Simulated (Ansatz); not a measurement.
Reaction (SMILES): C(Cl)Cl + 2 [H][H] (H2) → C (CH4) + 2 Cl (HCl)
B3LYP-D3(BJ)/def2-TZVP geometries, fixed; electronic energies without zero-point terms.
Largest species:
```
C
H 1 1.0832
H 1 1.0832 2 111.91
Cl 1 1.7804 2 108.02 3 118.77
Cl 1 1.7804 2 108.02 3 -118.77
```

Core correlation in the energy of full hydrogenation at MP2 with Ansatz (a first-principles code), in kcal/mol: frozen core against 1s of Al to Cl frozen alone. Core-valence sets carry the plain set on hydrogen. Costs are rough ratios of core time on shared machines of one kind.

```csv
basis,"functions, most",frozen core,1s of Al to Cl frozen alone,core term (second minus first),cost over frozen core
cc-pV(D+d)Z,70,-47.02,-47.32,-0.31,-
cc-pCVDZ,82,-46.83,-46.98,-0.14,-
cc-pV(T+d)Z,136,-44.81,-45.17,-0.37,-
cc-pwCVTZ,189,-44.83,-44.96,-0.14,-
cc-pCVTZ,189,-44.71,-44.80,-0.09,-
cc-pV(Q+d)Z,243,-43.84,-44.33,-0.49,-
cc-pCVQZ,362,-43.75,-43.94,-0.19,1×
cc-pwCVQZ,362,-43.71,-43.91,-0.20,1×
```

The largest core-valence set, cc-pwCVQZ, gives a core term of -0.20 kcal/mol; the valence set cc-pV(Q+d)Z, which lacks functions for the core, gives -0.49.
